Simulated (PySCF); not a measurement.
Species: CH₄AlCl.
SMILES with atom numbers: `[CH3:1][AlH:2][Cl:3]` (hydrogens: H4, H5, H6 on C1; H7 on Al2)

Computed by this run: PBE0-D3(BJ)/def2-SVP geometry optimisation, gas phase in PySCF; density fitting, grid level 1; the optimiser is geomeTRIC in internal coordinates, started from a GFN2-xTB structure with every atom displaced at random (about 0.01 Å).

Step 0: E = -20208.2716 eV
```
atom  x, y, z in Å  |  force x, y, z in eV/Å
C1     -0.9206   -0.1539   -0.0169   -0.080   0.887  -1.093
Al2     1.0026    0.2374    0.0072   -1.780   1.053  -0.095
Cl3     2.4422   -1.1698    0.0940    1.290  -1.440   0.072
H4     -1.3212   -0.3070    0.9738   -0.232  -0.234   0.819
H5     -1.1830   -1.0297   -0.6231    0.025  -0.241   0.000
H6     -1.5184    0.7055   -0.4454    0.609  -0.542   0.299
H7      1.5337    1.6909   -0.0396    0.169   0.518  -0.001
```

Step 1: E = -20208.4099 eV
```
atom  x, y, z in Å  |  force x, y, z in eV/Å
C1     -0.9169   -0.1311   -0.0356   -0.196   0.131   0.152
Al2     0.9702    0.3438    0.0010   -0.068  -0.113  -0.036
Cl3     2.3200   -1.2852    0.0762    0.055   0.068   0.002
H4     -1.2877   -0.3202    0.9926    0.103  -0.009  -0.121
H5     -1.0802   -1.0573   -0.6036    0.047  -0.144  -0.015
H6     -1.5846    0.6332   -0.4651    0.101   0.089   0.004
H7      1.6145    1.7901   -0.0156   -0.041  -0.022   0.014
```

Step 2: E = -20208.4143 eV
```
atom  x, y, z in Å  |  force x, y, z in eV/Å
C1     -0.9313   -0.1273   -0.0365   -0.066  -0.129   0.007
Al2     0.9633    0.2968   -0.0028    0.063   0.081  -0.003
Cl3     2.4011   -1.2542    0.0793   -0.091   0.015  -0.027
H4     -1.2977   -0.3068    0.9905    0.029  -0.016  -0.006
H5     -1.1162   -1.0548   -0.6027   -0.019  -0.013   0.023
H6     -1.5637    0.6673   -0.4647    0.100   0.028  -0.002
H7      1.5797    1.7523   -0.0133   -0.016   0.033   0.007
```

Task: Estimate the geometry and energy of step 3. (The exact step hangs on the optimiser's Hessian estimate; all steps are aligned on step 2, rigid shifts and turns removed.)

Result: E = -20208.4181 eV, largest force 0.110 eV/Å
```
atom  x, y, z in Å  |  force x, y, z in eV/Å
C1     -0.9274   -0.1324   -0.0360   -0.034  -0.100  -0.032
Al2     0.9616    0.3087   -0.0033    0.055   0.016   0.003
Cl3     2.3747   -1.2625    0.0761   -0.021   0.022  -0.022
H4     -1.2908   -0.3094    0.9910   -0.001  -0.001   0.025
H5     -1.1105   -1.0631   -0.5992   -0.006   0.035   0.023
H6     -1.5498    0.6671   -0.4676    0.022   0.009  -0.002
H7      1.5775    1.7650   -0.0112   -0.016   0.019   0.005
```

The energy changes by -0.0037 eV. The first-order estimate −F·Δx gives -0.0058 eV and the mean of the old and new forces, exact on a quadratic surface, -0.0035 eV. The step makes an angle of 51° with the force vector and moves no atom by more than 0.028 Å.

What follows is the cost of the whole optimisation. Hardware: one thread of an Arm Neoverse V1, shared host with 32 logical CPUs at a one-minute load of 15. Cost: 14 s wall, 0.30 GiB resident at most.
